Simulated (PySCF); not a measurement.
One molecule, one basis, several functionals.

1-hexene, C6H12.
Structure used (PBE0-D3(BJ)/def2-SVP), in Å, numbered top down from 1:
```xyz
18
C6H12 angstrom
C     -3.2529    0.3262    0.1776
C     -2.1954    0.0523   -0.5872
C     -0.9491   -0.6365   -0.1305
C      0.3024    0.2290   -0.2693
C      1.5789   -0.4736    0.1726
C      2.8211    0.3929    0.0412
H     -3.2813    0.0373    1.2338
H     -4.1296    0.8451   -0.2193
H     -2.2114    0.3636   -1.6406
H     -0.8065   -1.5586   -0.7246
H     -1.0652   -0.9587    0.9183
H      0.1661    1.1544    0.3177
H      0.4088    0.5541   -1.3204
H      1.4650   -0.8035    1.2205
H      1.7060   -1.3982   -0.4183
H      2.7360    1.3070    0.6508
H      3.7268   -0.1409    0.3672
H      2.9789    0.7090   -1.0027
```

PySCF, def2-SVPD basis, density fitting, gas phase, PBE0-D3(BJ)/def2-SVP geometry; singlet excitations by full TDDFT with frozen cores, triplets by Tamm–Dancoff TDDFT and ionisation energies by ΔSCF, from the lowest of the holes tried. One functional is left out:

```json
{"functional": "LDA", "exact exchange (%)": "0", "HOMO energy (eV)": "-6.40", "LUMO energy (eV)": "-0.93", "lowest singlet excitation (eV)": "6.48", "lowest triplet excitation (eV)": "4.73", "dipole moment (D)": "0.512", "mean polarisability (au)": "81.0", "vertical ionisation energy (eV)": "9.48"}
{"functional": "PBE", "exact exchange (%)": "0", "HOMO energy (eV)": "-6.23", "LUMO energy (eV)": "-0.69", "lowest singlet excitation (eV)": "6.41", "lowest triplet excitation (eV)": "4.48", "dipole moment (D)": "0.487", "mean polarisability (au)": "79.7", "vertical ionisation energy (eV)": "9.27"}
{"functional": "PBE0", "exact exchange (%)": "25", "HOMO energy (eV)": "-7.35", "LUMO energy (eV)": "0.35", "lowest singlet excitation (eV)": "7.17", "lowest triplet excitation (eV)": "4.33", "dipole moment (D)": "0.465", "mean polarisability (au)": "77.0", "vertical ionisation energy (eV)": "9.44"}
{"functional": "BHandHLYP", "exact exchange (%)": "50", "HOMO energy (eV)": "-8.32", "LUMO energy (eV)": "1.32", "lowest singlet excitation (eV)": "7.35", "lowest triplet excitation (eV)": "4.25", "dipole moment (D)": "0.444", "mean polarisability (au)": "75.5", "vertical ionisation energy (eV)": "9.35"}
```

Question: Predict the row of B3LYP (20 % exact exchange) by straight lines through the other rows, and check it.

Answer: 
```
                       property   line  computed  computed − line  PBE0 (25 %), for comparison
               HOMO energy (eV)  -7.13     -7.13             0.00                        -7.35
               LUMO energy (eV)   0.07      0.10            +0.03                         0.35
 lowest singlet excitation (eV)   6.88      6.91            +0.03                         7.17
 lowest triplet excitation (eV)   4.44      4.43            -0.01                         4.33
              dipole moment (D)  0.476     0.461           -0.015                        0.465
       mean polarisability (au)   78.2      77.7             -0.5                         77.0
vertical ionisation energy (eV)   9.38      9.46            +0.08                         9.44
```

Question: Which of these properties follows the share of exact exchange most closely, and which least?

Answer: Most closely the HOMO energy, least the vertical ionisation energy; the correlations over the tabulated rows are HOMO energy -0.997, LUMO energy 0.994, mean polarisability -0.960, lowest singlet excitation 0.958, dipole moment -0.930, lowest triplet excitation -0.845, vertical ionisation energy -0.056. The HOMO energy moves by -0.402 eV for every 10 %. Functionals with the same share still differ in their other parts: at 0 % LDA and PBE differ by 0.17 eV in it.
